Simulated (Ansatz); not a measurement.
The inner images of a band of BClH2 + H4Si (9 atoms, charge 0, multiplicity 1) are given out of order.

Level of theory: RKS B3LYP-D4/def2-SVP (Ansatz).

First end point:

```xyz
9
Properties=species:S:1:pos:R:3
B -0.028 0.605 0.097
Cl 0.074 1.823 1.349
H 0.995 0.140 -0.326
H -1.112 0.301 -0.316
Si 0.114 -2.821 1.071
H -0.664 -2.919 -0.196
H 1.569 -2.951 0.780
H -0.313 -3.895 2.011
H -0.142 -1.492 1.701
```

Last end point:

```xyz
9
Properties=species:S:1:pos:R:3
B -0.082 -0.483 -0.121
Cl 0.387 0.597 2.061
H 0.800 0.127 -0.674
H -1.206 -0.057 -0.219
Si 0.195 -2.397 0.462
H -0.303 -3.339 -0.593
H 1.617 -2.756 0.754
H -0.587 -2.698 1.711
H -0.327 -0.202 2.792
```

Put them in order from the first end to the last, with their energies above the first end.
A.
```xyz
9
Properties=species:S:1:pos:R:3
B -0.150 0.177 0.349
Cl 0.248 1.345 1.645
H 0.658 0.015 -0.529
H -1.311 -0.092 0.173
Si 0.204 -2.573 0.881
H -0.281 -2.761 -0.508
H 1.609 -3.026 1.040
H -0.716 -3.184 1.873
H 0.234 -1.109 1.248
```
B.
```xyz
9
Properties=species:S:1:pos:R:3
B -0.121 0.592 0.127
Cl 0.237 1.770 1.370
H 0.794 0.133 -0.501
H -1.270 0.326 -0.089
Si 0.172 -2.812 1.049
H -0.395 -2.872 -0.326
H 1.632 -3.108 1.010
H -0.523 -3.795 1.927
H -0.032 -1.442 1.604
```
C.
```xyz
9
Properties=species:S:1:pos:R:3
B -0.122 -0.093 0.385
Cl 0.307 1.027 1.863
H 0.665 -0.050 -0.533
H -1.303 -0.174 0.132
Si 0.158 -2.414 0.764
H -0.272 -2.830 -0.598
H 1.568 -2.795 1.008
H -0.764 -2.951 1.791
H 0.258 -0.928 1.360
```
D.
```xyz
9
Properties=species:S:1:pos:R:3
B -0.158 -0.470 -0.005
Cl 0.347 0.826 2.213
H 0.722 0.078 -0.612
H -1.284 -0.051 -0.056
Si 0.135 -2.392 0.575
H -0.187 -3.141 -0.680
H 1.529 -2.729 0.997
H -0.776 -2.871 1.664
H 0.166 -0.457 2.077
```
E.
```xyz
9
Properties=species:S:1:pos:R:3
B -0.120 -0.455 -0.084
Cl 0.378 0.693 2.070
H 0.753 0.105 -0.695
H -1.242 -0.020 -0.151
Si 0.141 -2.371 0.505
H -0.185 -3.260 -0.654
H 1.525 -2.702 0.970
H -0.771 -2.759 1.637
H 0.016 -0.439 2.575
```
F.
```xyz
9
Properties=species:S:1:pos:R:3
B -0.167 0.437 0.219
Cl 0.247 1.600 1.471
H 0.691 0.103 -0.553
H -1.317 0.114 0.098
Si 0.208 -2.708 0.981
H -0.274 -2.810 -0.423
H 1.617 -3.179 1.079
H -0.677 -3.488 1.889
H 0.168 -1.277 1.410
```
G.
```xyz
9
Properties=species:S:1:pos:R:3
B -0.163 -0.365 0.198
Cl 0.317 0.817 2.065
H 0.684 0.024 -0.559
H -1.332 -0.130 0.056
Si 0.141 -2.372 0.682
H -0.216 -2.954 -0.648
H 1.545 -2.742 1.024
H -0.769 -2.926 1.725
H 0.287 -0.559 1.628
```

B (0.00 eV), F (+0.03 eV), A (+0.12 eV), C (+0.59 eV), G (+1.50 eV), D (+1.35 eV), E (+1.15 eV).

Run time: 9.3 min on 1 thread of Arm Neoverse V2, with other jobs on the host, peak memory 0.15 GiB.
